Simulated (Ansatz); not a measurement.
GeH, doublet: the ladder up to full CI

Geometry: a point of a stretch scan, not a stationary point.

```yaml
atoms:
  - { symbol: Ge, position_ang: [0.0000, 0.0000, 0.0000] }
  - { symbol: H, position_ang: [0.0000, 0.0000, 2.5500] }
```

Basis cc-pVTZ; Ansatz 0.2.0. Correlated methods freeze the noble-gas cores and the filled d shells of p-block atoms, which leaves 5 electrons in 43 orbitals. Prefix R: restricted or restricted open-shell reference; prefix U: unrestricted. Active spaces: pair = (3e, 3o) about the gap; valence = (5e, 5o) chosen from the atoms' valence shells. No spin–orbit coupling is included, and no scalar relativity.

Full CI is exact within this basis and frozen core; it isn't the basis-set limit. The frozen core follows each run's orbitals, which can shift R against U totals by a few meV for light atoms and by up to 0.1 eV past Ca.

For open shells CISD is restricted-active-space CI with the open shells as a complete middle space.

The UHF ⟨S²⟩ is 1.438, the T1 diagnostic (RCCSD) is 0.0505 and the largest doubles amplitude (RCCSD) is 0.246.

```csv
level,E − E(full CI) (kJ/mol),share of correlation (%),wall time
RHF,315.2,0.00,–
RMP2,95.4,69.75,–
CISD,29.3,90.71,1.1 s
RCCSD,16.3,94.82,–
RCCSD(T),3.5,98.89,5.5 s
BCCD(T),3.9,98.77,4.7 s
RCCSDT,0.6,99.82,–
RCCSDT(Q),0.1,99.98,15 s
CASSCF (pair space),205.1,34.93,–
NEVPT2 (pair space),48.8,84.51,1.8 s
MRCISD (pair space),10.3,96.74,–
MRCISD+Q (pair space),-2.1,100.66,2 s
CASSCF (valence space),167.8,46.78,–
NEVPT2 (valence space),42.0,86.68,1.2 s
MRCISD (valence space),7.8,97.51,–
MRCISD+Q (valence space),0.1,99.97,1.5 s
```

The correlation energy at full CI, counted from RHF, is -3.267 eV. That run took 52 s on 1 thread of Arm Neoverse V2, shared host over 2,785,730 determinants.

Run but not shown, since their state or frozen core can't be matched to the reference's or they repeat it: UHF, UMP2, UCCSD, UCCSD(T), UCCSDT, UCCSDT(Q).

Times hold each run's SCF and search for its determinant on a shared host, so for small cases they say little of a method's own cost; they ran on 1 thread of Arm Neoverse V2.

Not variational, and here over 5 meV under the exact energy: MRCISD+Q (pair space).

The full-CI state has the irrep B1 of C2v, in the program's axes (one component, if the state is degenerate).

Natural occupations of full CI about the gap: 1.924 1.775 0.984 0.205 0.040 0.013 0.011 0.008 0.007 0.006; effectively unpaired electrons, Σ n²(2−n)², 1.32.
